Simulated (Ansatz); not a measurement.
hcp Zr, treated with PBE-D3(BJ) (Ansatz, a program for electronic structure, plane waves, PAW).

Numerical settings: plane-wave cutoff 520 eV, 18×18×12 k mesh (along the axes of the cell as run), Fermi–Dirac smearing 0.05 eV, scalar-relativistic PAW data made under PBE.

Properties against volume:

Shape and atoms are relaxed at each volume.

```
V (Å³/atom)  P (GPa)  c (Å)  a (Å)
-----------  -------  -----  -----
21.549          4.24  5.059  3.136
21.998          2.04  5.085  3.161
22.447          0.00  5.112  3.185
22.896         -1.88  5.140  3.208
23.345         -3.60  5.168  3.230
```

Note: the bulk modulus comes from volumes at which shape and atoms were relaxed.
